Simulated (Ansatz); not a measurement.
# AlNH (doublet): from Hartree-Fock to the top rungs at distance Al1–N2 = 1.595 Å, cc-pVDZ

How much of the correlation energy of AlNH (doublet) does each wave-function method recover here?

Computed with Ansatz 0.2.0, Gaussian basis. Level: cc-pVDZ, core rule «outside noble gas», up to 6 orbitals frozen.

To be run: UHF; CCSD(T) on ROHF; CCSD(T) on UHF; BCCD(T) on ROHF; CISD; CCSDT(Q) on ROHF; CCSDT(Q) on UHF; CCSDTQ on ROHF; CASSCF and MRCISD+Q, 3 electrons in 3 orbitals; CASSCF and NEVPT2, 3 electrons in 3 orbitals.

9 further runs of the same task are left out: 8 for a known fault of the program, 1 that didn't finish.

### Step 1. The system

The geometry derives from a PBE0/def2-TZVP stationary point (not a proven minimum). One bond is set to the value named and the two fragments are kept rigid.

3 atoms, charge 0, spin multiplicity 2.

Atoms are counted from 1 here; the program's logs count them from 0.

Bond lengths: Al1–N2 1.595 Å, Al1–H3 1.580 Å. Angles: N2–Al1–H3 180.0°.

Coordinates:

```xyz
3
AlHN
Al    0.00000    0.00000    0.00497
N     0.00000    0.00000   -1.59003
H     0.00000    0.00000    1.58506
```

### Step 2. UHF

The input, in.yaml:

```yaml
crystal:
  periodic: [false, false, false]
  atoms:
    - {symbol: Al, position_ang: [0.000000, 0.000000, 0.004968]}
    - {symbol: N, position_ang: [0.000000, 0.000000, -1.590032]}
    - {symbol: H, position_ang: [0.000000, 0.000000, 1.585063]}
basis:
  gaussian: {orbitals: cc-pVDZ}
magnetization: {spin_polarized: true, initial_magnetization: 1}
hamiltonian: {xc: hf}
output: {orbitals: {seedname: orbitals}}
```

Run with:

```
ansatz run in.yaml --threads 1 --pin off --events-out ev --progress --plain --max-ram 8192MiB --backend cpu
```

The runs that follow: CCSD(T) on ROHF; CCSD(T) on UHF; BCCD(T) on ROHF; CISD; CCSDT(Q) on ROHF; CCSDT(Q) on UHF; CCSDTQ on ROHF; CASSCF and MRCISD+Q, 3 electrons in 3 orbitals; CASSCF and NEVPT2, 3 electrons in 3 orbitals.

Q: Predict the results of all the runs planned. Wanted: RCCSDTQ below the RHF energy; RMP2 from RCCSDTQ; UMP2 from RCCSDTQ; RCCSD from RCCSDTQ; RCCSD(T) from RCCSDTQ; UCCSD(T) from RCCSDTQ; RCCSDT(Q) from RCCSDTQ; UCCSDT(Q) from RCCSDTQ; NEVPT2 pair from RCCSDTQ.

As calculated:

```
                         quantity                                 value
     RCCSDTQ below the RHF energy                            -6.2782 eV
                RMP2 from RCCSDTQ                            +878.3 meV
                UMP2 from RCCSDTQ                           +1041.8 meV
               RCCSD from RCCSDTQ                            +299.7 meV
            RCCSD(T) from RCCSDTQ                             +62.8 meV
            UCCSD(T) from RCCSDTQ                             +72.7 meV
           RCCSDT(Q) from RCCSDTQ                              +2.0 meV
           UCCSDT(Q) from RCCSDTQ                              -8.6 meV
         NEVPT2 pair from RCCSDTQ                            +858.0 meV
       MRCISD+Q pair from RCCSDTQ                             +99.6 meV
levels within 1 kcal/mol (43 meV)  RCCSDT, UCCSDT, RCCSDT(Q), UCCSDT(Q)
                    T1 diagnostic                                 0.035
```

What this shows: RCCSD(T) misses by +62.8 meV, 1.0 % of the correlation energy. Of the multireference levels listed MRCISD+Q pair comes nearest in total energy (+99.6 meV), which doesn't show that its space is the better one. These misses are within one basis, not against nature; the frozen cores of restricted and unrestricted runs differ, which can shift their rows.
